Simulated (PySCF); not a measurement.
Two probes of the same atoms: core binding energy and nuclear shielding

C3H3F2P.
Numbering: `[CH3:1][C:2]([F:3])([F:4])[C:5]#[P:6]`

Binding energies: PySCF 2.14.0, delta-SCF UKS SCAN, pcX-2 on the ionised atom, pcseg-1 elsewhere, spin-free X2C. Shieldings: GIAO PBE0/pcSseg-1, non-relativistic, same geometry.

| atom | isotropic shielding (ppm) |
| --- | --- |
| C1 | 155.4 |
| C2 | 69.5 |
| C5 | 17.0 |

**Question.** What are the C 1s binding energies of these atoms?

**Answer.** 
```csv
atom,environment,C 1s (eV),isotropic shielding (ppm)
C5,triply bonded carbon,291.27,17.0
C1,methyl carbon,291.43,155.4
C2,CF2 carbon,296.07,69.5
```

**Question.** Among the listed atoms, is the one with the highest binding energy also the least shielded?

**Answer.** No. The highest binding energy is at C2 (296.07 eV, shielding 69.5 ppm), the lowest shielding at C5 (17.0 ppm, 291.27 eV).

By binding energy: C5 < C1 < C2. By shielding: C5 < C2 < C1.

Spin contamination (⟨S²⟩ against 0.75 for a pure doublet) is marked for C 1s of C5 (0.97), which makes this value less certain. Isolated species at its GFN2-xTB geometry, gas phase.
